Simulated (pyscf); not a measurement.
HO–AsH₂ → O=AsH + hydrogen (H₂), an elimination (singlet surface; As–H, H–O broken, H–H formed). Structures and frequencies: ωB97X-D3(BJ)/def2-SVP in PySCF. Energies in kcal/mol from the reactant's lowest minimum found.

Small-basis levels: PySCF, no dispersion term, spherical d functions. AM1 to PM7: differences of heats of formation from MOPAC, which are fitted to 298 K values and so differ in kind from electronic energies by zero-point and thermal terms. 

| level | barrier | reaction energy |
|---|---|---|
| HF/3-21G | 110.8 | +50.7 |
| HF/6-31G*+LANL2DZ | 111.8 | +52.0 |
| MP2/6-31G*+LANL2DZ | 95.4 | +28.6 |
| SVWN5/6-31G*+LANL2DZ | 82.6 | +46.4 |
| BP86/6-31G*+LANL2DZ | 83.5 | +35.5 |
| B3LYP/STO-3G | 123.8 | +38.1 |
| B3LYP/LANL2DZ | 95.3 | +43.7 |
| M06-2X/6-31G*+LANL2DZ | 94.6 | +44.2 |
| AM1 | 99.7 | +60.8 |
| PM3 | 79.4 | +36.2 |
| PM6 | 69.0 | +31.0 |
| PM7 | 55.6 | +14.2 |
| ωB97M-D3(BJ)/def2-TZVP | 80.0 | +44.0 |

Against the last row the barrier runs from -24.4 (PM7) to +43.8 kcal/mol (B3LYP/STO-3G). ωB97M-D3(BJ)/def2-TZVP has limits of its own. At the saddle there is also a short As–H contact that neither side keeps. The same reactants have a lower exit, to HO–AsH• + H• (no saddle counted: cutting one bond costs +73.8 kcal/mol at ωB97M-D3(BJ)/def2-TZVP, against +80.0 kcal/mol here). O=AsH lies 7.5 kcal/mol over its isomer HO–As: [triplet] (electronic energy, ωB97M-D3(BJ)/def2-TZVP). One saddle was located; it need not be the lowest between these sides. In the def2 sets elements up to Kr have no core potential.
